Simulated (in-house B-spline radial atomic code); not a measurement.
Xe. Computed with a B-spline radial atomic code. Model: non-relativistic spherical atom: semilocal Troullier-Martins pseudo-atom, one channel per l, against all electrons, high spin, G0W0 and RPA with empty states to l = 8, local potential for every l without a channel, a model core (radius 0 = none) keeps its share of the functional.

Without relativity these are model numbers for so heavy an element.

What the tables leave out is listed at the end.

The pseudopotential gives back the lowest level of each angular momentum of its own functional in the configuration it was made in; a second state of the same l is only approximately right. Exact exchange, RPA and GW see the smooth pseudo-orbitals and miss the exchange with the core, for which the functional's share stands in. The column with an uncorrelated core keeps all orbitals and exact exchange, and so separates missing core correlation from pseudisation. Only the three outermost levels and the lowest empty one were computed. RPA here is direct RPA, with no exchange kernel, and its energies carry an (l + 1/2)⁻⁴ tail. A hybrid on a potential with a model core restores only its own semilocal share of the core's exchange.

Command:
```bash
python run_psgw.py task.json out
```
Settings (lengths in bohr, energies in hartree):
```
Z                      54
electrons              54
configuration          [Kr] 4d10 5s2 5p6
generated_in           [Kr] 4d10 5s2 5p6
functional             pbe,pbe
core_shells            8
radius_factor          1
core_correction        True
```

Cost of the run: 19 s on 1 thread of Intel(R) Xeon(R) Platinum 8375C CPU @ 2.90GHz (Ice Lake) (shared host).

Given: made with PBE; model core radius 0.556 bohr; local radius 0.927 bohr; mean-field start PBE.

Valence shells of the generating configuration: 4d, 5s, 5p.

Channel: s 1.705, p 1.927, d 0.751 (radii in bohr).

Computed: largest level miss in the spin-unpolarised generating configuration 0.002 eV; valence RPA correlation energy pseudo -1.3979 hartree; all-electron RPA polarisability, core included 25.233 bohr³; pseudo-atom RPA polarisability 25.177 bohr³.

```tsv
level	occupied	mean-field all-electron (eV)	mean-field pseudo minus all (eV)	G0W0 all-electron (eV)	G0W0 uncorrelated core minus all (eV)	G0W0 pseudo minus all (eV)	exchange self-energy all-electron (eV)	exchange self-energy pseudo (eV)
5p	1	-8.2896	0	-12.38	0.014	-0.439	-18.558	-17.432
```

Task: What is the valence RPA correlation energy all-electron orbitals?

Result: -1.0904 hartree.

Given: mean-field start PBE0.

Computed: valence RPA correlation energy all-electron orbitals -1.0324 hartree; valence RPA correlation energy pseudo -1.3365 hartree; pseudo-atom RPA polarisability 21.49 bohr³.

```
level  occupied  mean-field all-electron (eV)  mean-field pseudo minus all (eV)  G0W0 all-electron (eV)  G0W0 uncorrelated core minus all (eV)  G0W0 pseudo minus all (eV)  exchange self-energy all-electron (eV)  exchange self-energy pseudo (eV)
   5p         1                       -9.5731                            -0.079                 -12.614                                  0.016                      -0.376                                 -18.558                           -17.698
```

Task: What is the all-electron RPA polarisability, core included?

Result: 22.112 bohr³.

Among the listed levels the largest G0W0 shift of the pseudo-atom is -0.44 eV, for 5p on the PBE start, while leaving the core uncorrelated moves that level by +0.01 eV. So pseudisation and the lost core exchange, not the missing core correlation, make the error. Not in the tables (levels of low weight, unsolved or above zero; the highest and the empty levels are kept at any weight): on PBE the G0W0 levels 5s (pseudo minus all -0.08 eV, weights 0.14 and 0.15), 4d (pseudo minus all +3.71 eV, weights 0.43 and 0.49); on PBE0 the G0W0 levels 5s (pseudo minus all -0.65 eV, weights -0.02 and 0.25), 4d (pseudo minus all +5.89 eV, weights 0.69 and 0.61); no Hartree-Fock pseudo-atom is run with a model core.
